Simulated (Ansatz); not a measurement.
The input, for Ansatz 0.2.0:

```yaml
crystal:
  periodic: [false, false, false]
  atoms:
    - {symbol: O, position_ang: [0.000000, 0.000000, 1.643000]}
    - {symbol: Si, position_ang: [0.000000, 0.000000, 0.136000]}
    - {symbol: S, position_ang: [0.000000, 0.000000, -1.779000]}
basis:
  gaussian: {orbitals: cc-pVDZ}
total_charge: 1
magnetization: {spin_polarized: false, initial_magnetization: 1}
correlation: {method: ccsdt_q, electrons: outside_noble_gas}
```

```sh
$ ansatz run in.yaml --threads 1 --pin off --events-out ev --progress --plain --max-ram 2393MiB
```

(1) Roughly how long does this take on 1 thread of AMD EPYC, shared host, and how much host memory?

```
898 factors; integrals over basis functions are off by at most 2.0e-7 eV
mean field evaluation 1: about -20697.1497 eV, gradient 6.6e1 eV
mean field evaluation 2: about -20697.1580 eV, gradient 6.6e1 eV
mean field evaluation 4: about -20705.4802 eV, gradient 1.9e1 eV
mean field evaluation 8: about -20706.7151 eV, gradient 5.6e-1 eV
mean field evaluation 16: about -20705.4672 eV, gradient 1.9e1 eV
mean field evaluation 32: about -20700.0852 eV, gradient 3.2e-6 eV
mean field evaluation 64: about -20696.8273 eV, gradient 1.7e-1 eV
mean field evaluation 96: about -20706.4729 eV, gradient 3.4e-1 eV
mean field evaluation 128: about -20702.8684 eV, gradient 2.4e1 eV
mean field evaluation 160: about -20704.7327 eV, gradient 1.6e1 eV
...
cycle  17  -11.34467861 eV  change    8.3e-6 eV  update   4.9e-5
cycle  18  -11.34463172 eV  change    4.7e-5 eV  update   2.8e-5
cycle  19  -11.34466264 eV  change   -3.1e-5 eV  update   1.7e-5
cycle  20  -11.34465480 eV  change    7.8e-6 eV  update   1.3e-5
cycle  21  -11.34465598 eV  change   -1.2e-6 eV  update   7.9e-6
cycle  22  -11.34466012 eV  change   -4.1e-6 eV  update   3.9e-6
cycle  23  -11.34465879 eV  change    1.3e-6 eV  update   2.9e-6
cycle  24  -11.34465705 eV  change    1.7e-6 eV  update   1.6e-6
cycle  25  -11.34465493 eV  change    2.1e-6 eV  update   7.6e-7
cycle  26  -11.34465492 eV  change    7.8e-9 eV  update   4.1e-7
perturbative correction -0.03804101 eV, -0.0013979812 hartree
Total energy: -20718.09889960 eV, -761.3760913285 hartree
```

Answers

(1) 3 min wall and 0.77 GiB.
